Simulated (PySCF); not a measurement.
Problem. Give a PBE0-D3(BJ)/def2-SVP geometry of `[C@@H]1([C@@H](S1)F)C#C`.

Solution. 
```
atom  x, y, z in Å
C1     2.0045    0.9193   -0.7503
C2     0.9336    0.4563   -0.4254
C3    -0.3314   -0.1108   -0.0512
S4    -1.5492    0.9340    0.8493
C5    -0.6125   -0.5068    1.3507
F6    -1.2747   -1.6591    1.5427
H7     2.9501    1.3412   -1.0376
H8    -0.7993   -0.7573   -0.8044
H9     0.1616   -0.3519    2.1115
```

Any rigid rotation of these coordinates is as good. Atoms count from 1 in this order. The C–S distances run from 1.790 Å (S4–C5, drawn single) to 1.840 Å (C3–S4, drawn single), a spread of 0.050 Å. The C–C distances run from 1.211 Å (C1≡C2, drawn triple) to 1.484 Å (C3–C5, drawn single), a spread of 0.273 Å. The 3-membered ring C3–S4–C5 has internal angles of 48.2° to 67.6°.

Bonds between heavy atoms (Å): C1≡C2 1.211, C2–C3 1.436, C3–S4 1.840, S4–C5 1.790, C5–F6 1.343, C3–C5 1.484.

Level of theory: PySCF 2.14.0, PBE0-D3(BJ)/def2-SVP geometry optimisation, gas phase.

Point group: C1 (no symmetry element, even within 0.4 Å). No frequency check.

Hardware: Arm Neoverse V1, one thread (shared host). Cost: 22 s of wall time. That covers the optimisation of the geometry.
